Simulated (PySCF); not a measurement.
H3N, SMILES N.

Coordinates come from a PBE0-D3(BJ)/def2-TZVPD optimisation.

Two levels are set side by side: PBE/def2-TZVPD (PySCF) and ωB97X/def2-TZVPD (PySCF). Same geometry, gas phase. Differences are taken from unrounded values.

| quantity | ωB97X |
|---|---|
| orbital gap (eV) | 12.47 |
| highest occupied level (eV) | -10.28 |
| lowest empty level (eV) | 2.19 |
| dipole moment (D) | 1.56 |
| mean polarisability (bohr³) | 13.9 |

What does PBE give, and how far is it from ωB97X? (The exact figures need the calculation; the answer reports its results.)


```
quantity                       PBE  PBE minus ωB97X
---------------------------  -----  ---------------
orbital gap (eV)              5.82            -6.65
highest occupied level (eV)  -6.13             4.15
lowest empty level (eV)      -0.31            -2.50
dipole moment (D)             1.46            -0.10
mean polarisability (bohr³)   14.8              0.8
```

PBE's occupied levels lie high since its potential decays too fast outside the molecule; exact exchange lowers them and widens the gap. Loosely held outer electrons make PBE densities more polarisable. Differences between two approximate levels are no errors against the true value.

Rough cost on one machine, each run with all the roots and properties that it gave: ωB97X against PBE within a factor of 2.
